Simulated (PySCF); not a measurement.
# Li2⁺ with other numerical set-ups

Which parts of the numerical set-up matter for Li2⁺? Each run edits the base script.

Computed with PySCF 2.14.0. Level: method and basis as typed in the scripts.

### Step 1. Where the work starts

Li2⁺: 2 atoms, charge 1, spin multiplicity 2.

No contacts short enough for the rule that draws bonds.

### Step 2. Base script

File input.py:

```python
from pyscf import gto, scf, mp

mol = gto.M(
    atom='Li 0 0 0; Li 0 0 2.804',
    basis='cc-pvtz-dk',
    charge=1,
    spin=1,
    symmetry=True,
    verbose=4,
)
mf = scf.UHF(mol)
mf = mf.sfx2c1e()
mf.kernel()
mp.MP2(mf).kernel()
mf.dip_moment()
print('orbital energies (hartree):', [e[max(0, n-3):n+3].round(4) for e, n in zip(mf.mo_energy, mol.nelec)])
```

On the command line:

```bash
$ OMP_NUM_THREADS=1 python input.py
```

The log of this run is left out.

Base result: E(SCF) = -14.715178 Eh, 8 cycles, E(MP2) − E(SCF) = -0.02308 Eh, ⟨S²⟩ = 0.750.

The bond length is a typed value, not an optimised one. The dipole of an ion depends on the origin.

### Step 3. 6-31g* (X2C off)

Edit 1 changes basis set: cc-pvtz-dk → 6-31g*; spin-free X2C: on → off.

File input.py:

```python
from pyscf import gto, scf, mp

mol = gto.M(
    atom='Li 0 0 0; Li 0 0 2.804',
    basis='6-31g*',
    charge=1,
    spin=1,
    symmetry=True,
    verbose=4,
)
mf = scf.UHF(mol)
mf.kernel()
mp.MP2(mf).kernel()
mf.dip_moment()
print('orbital energies (hartree):', [e[max(0, n-3):n+3].round(4) for e, n in zip(mf.mo_energy, mol.nelec)])
```

On the command line:

```bash
$ OMP_NUM_THREADS=1 python input.py
```

### Step 4. Pcseg-1 (X2C off)

Edit 2 changes basis set: cc-pvtz-dk → pcseg-1; spin-free X2C: on → off.

Changes to input.py since step 2:

```diff
@@ -4,3 +4,3 @@
     atom='Li 0 0 0; Li 0 0 2.804',
-    basis='cc-pvtz-dk',
+    basis='pcseg-1',
     charge=1,
@@ -11,3 +11,2 @@
 mf = scf.UHF(mol)
-mf = mf.sfx2c1e()
 mf.kernel()
```

### Step 5. Density fitting auto

Edit 3 changes density fitting: none → auto.

Changes to input.py since step 2:

```diff
@@ -12,2 +12,3 @@
 mf = mf.sfx2c1e()
+mf = mf.density_fit()
 mf.kernel()
```

### Step 6. Spin-free X2C off

Edit 4 changes spin-free X2C: on → off.

Changes to input.py since step 2:

```diff
@@ -11,3 +11,2 @@
 mf = scf.UHF(mol)
-mf = mf.sfx2c1e()
 mf.kernel()
```

### Step 7. Ano-rcc-vdzp

Edit 5 changes basis set: cc-pvtz-dk → ano-rcc-vdzp.

Changes to input.py since step 2:

```diff
@@ -4,3 +4,3 @@
     atom='Li 0 0 0; Li 0 0 2.804',
-    basis='cc-pvtz-dk',
+    basis='ano-rcc-vdzp',
     charge=1,
```

**Question.** What will these runs give? Wanted: for each run, E(SCF); from base; gap, α spin; after the SCF.

As calculated:

| run | E(SCF) (hartree) | from base (eV) | cycles | gap, α spin (eV) | functions | after the SCF |
| --- | --- | --- | --- | --- | --- | --- |
| base | -14.715178 | 0 | 8 | 8.10 | 60 | MP2 correlation -0.628 eV |
| 6-31g* (X2C off) | -14.709971 | not comparable | 8 | 8.05 | 28 | MP2 correlation -0.020 eV |
| pcseg-1 (X2C off) | -14.700229 | not comparable | 7 | 7.95 | 18 | MP2 correlation -0.054 eV |
| density fitting auto | -14.715178 | 0.0000 | 8 | 8.10 | 60 | MP2 correlation -0.628 eV |
| spin-free X2C off (poor choice) | -14.713801 | not comparable | 8 | 8.10 | 60 | MP2 correlation -0.628 eV |
| ano-rcc-vdzp | -14.709890 | +0.1439 | 7 | 7.88 | 28 | MP2 correlation -0.953 eV |

With density fitting auto the SCF ends at the base energy. ano-rcc-vdzp (28 functions) gives an energy 0.14 eV higher than cc-pvtz-dk (60). Rows marked «poor choice» come from settings spoiled on purpose.
